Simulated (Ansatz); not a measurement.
C2H4N2O, SMILES `C=NC(=N)O`, 9 atoms. Charge 0, multiplicity 1. All runs use 2 threads of an Arm Neoverse V1 on a shared host. Correlated methods freeze the cores.

Q: How many basis functions does each run have, and how long does it take in Ansatz? RHF-CCSD(T)/def2-TZVPP energy; RKS PBE0-D4/def2-TZVP relaxation (9 steps); RHF-MP2/def2-QZVPP energy; RKS ωB97M-V/def2-SVP energy; RKS PBE0-D4/def2-TZVP frequencies; RKS PBE0-D4/def2-TZVPP energy; RKS PBE-D4/def2-TZVPP energy and forces; RKS LC-ωPBE/def2-TZVPP energy; RKS CAM-B3LYP-D4/def2-TZVPP energy; RKS PBE0-D4/def2-SVP energy; direct RPA on PBE orbitals/def2-TZVPP energy; RHF-CCSD(T)/def2-SVP energy. (Best estimate.)

A: Computed: Other jobs shared the machine, so times are rough.

```tsv
level	job	functions	wall time	peak host memory (GiB)
RKS PBE0-D4/def2-SVP	energy	90	1.2 s	0.16
RKS PBE-D4/def2-TZVPP	energy and forces	211	2.9 s	0.22
RKS LC-ωPBE/def2-TZVPP	energy	211	2.9 s	0.29
RKS PBE0-D4/def2-TZVPP	energy	211	3.2 s	0.38
RKS CAM-B3LYP-D4/def2-TZVPP	energy	211	3.6 s	0.43
RKS ωB97M-V/def2-SVP	energy	90	5.5 s	0.23
RHF-CCSD(T)/def2-SVP	energy	90	6 s	0.35
direct RPA on PBE orbitals/def2-TZVPP	energy	211	7 s	0.49
RHF-MP2/def2-QZVPP	energy	405	30 s	2
RKS PBE0-D4/def2-TZVP	relaxation (9 steps)	179	36 s	0.37
RHF-CCSD(T)/def2-TZVPP	energy	211	2.3 min	3.2
RKS PBE0-D4/def2-TZVP	frequencies	179	2.4 min	0.37
```

LC-ωPBE has ω = 0.4 bohr⁻¹.
